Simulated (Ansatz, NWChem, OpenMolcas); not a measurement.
## Worked example: vertical energy of the triplet above the singlet of CH3NO (SMILES CN=O)

CH3NO has 6 atoms, charge 0, and is taken as a singlet. As SMILES, `CN=O`. The coordinates come from a PBE0-D4/def2-TZVP relaxation.

Both states at this one shape; open shells run unrestricted unless said. 1 Eh = 27.2114 eV.

| level | program | singlet CH3NO (Eh) | triplet CH3NO (Eh) |
| --- | --- | --- | --- |
| HF/def2-TZVP | Ansatz | -168.900479 | -168.892436 |
| M06-L/def2-TZVP | OpenMolcas | -169.839016 | -169.807084 |
| M06-2X/def2-TZVP | NWChem | -169.789284 | -169.753839 |
| wB97X/def2-TZVP | Ansatz | -169.820301 | -169.787396 |

Problem. Work out the vertical gap, second state less first, at each level.

Solution. 
1. HF/def2-TZVP: -168.892436 − (-168.900479) = 0.008043 Eh = 0.22 eV.
2. M06-L/def2-TZVP: -169.807084 − (-169.839016) = 0.031932 Eh = 0.87 eV.
3. M06-2X/def2-TZVP: -169.753839 − (-169.789284) = 0.035445 Eh = 0.96 eV.
4. wB97X/def2-TZVP: -169.787396 − (-169.820301) = 0.032905 Eh = 0.90 eV.

No measured value is set beside it here; the levels span 0.22 to 0.96 eV. Hartree–Fock favours the state with fewer electron pairs, since it lacks pair correlation.
